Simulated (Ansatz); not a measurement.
Geometry optimisation, RKS revPBE-D4/def2-SVP in Ansatz 0.2.0.

Input:

```yaml
crystal:
  periodic: [false, false, false]
  atoms:
    - { symbol: F, position_ang: [-0.19385, -1.49394, 0.89593] }
    - { symbol: C, position_ang: [-0.46477, -0.58684, -0.04953] }
    - { symbol: Si, position_ang: [0.57142, 0.85347, -0.14496] }
    - { symbol: H, position_ang: [-1.51971, -0.62479, -0.352] }
    - { symbol: H, position_ang: [0.20404, -0.44969, -0.89922] }
total_charge: 1
basis:
  gaussian: { orbitals: def2-SVP }
hamiltonian:
  xc: revpbe
  dispersion: d4
relax:
  f_tol: 0.02
  max_steps: 50
```

Command:

```bash
$ ansatz run input.yaml --threads 1 --pin off --max-ram 2048MiB --backend cpu --events-out ev --progress --plain --runs-dir out
```

Task: Where does it end, and by what steps?

Result: The run converged. Limits of this set-up: the dipole of an ion depends on the origin. After 16 steps the energy has fallen by 1.671 eV; H5 moved furthest, 0.77 Å. Parted: Si3–H5. Joined: F1–Si3.

```
step  energy less start (eV)  largest force component (eV/Å)  accepted
   0                  0.0000                           3.891       yes
   1                 -0.6903                           1.726       yes
   2                 -0.9184                           0.492       yes
   3                 -0.9572                           1.004       yes
   4                 -0.9906                           0.587       yes
   5                 -1.0263                           0.177       yes
   6                 -1.0385                           0.752       yes
   7                 -1.1044                           0.667       yes
   8                 -1.3197                           1.059       yes
   9                 -1.5263                           1.505       yes
  10                 -1.4301                           2.657        no
  11                 -1.6164                           0.859       yes
  12                 -1.6474                           0.686       yes
  13                 -1.6015                           1.334        no
  14                 -1.6702                           0.057       yes
  15                 -1.6705                           0.075       yes
  16                 -1.6707                           0.004       yes
```

```xyz
5
Properties=species:S:1:pos:R:3
F 0.071 -0.947 0.962
C -0.453 -0.481 -0.448
Si 0.500 0.840 0.538
H -1.558 -0.573 -0.411
H 0.037 -1.141 -1.191
```

The run took 19 s on 1 CPU thread of a shared host.
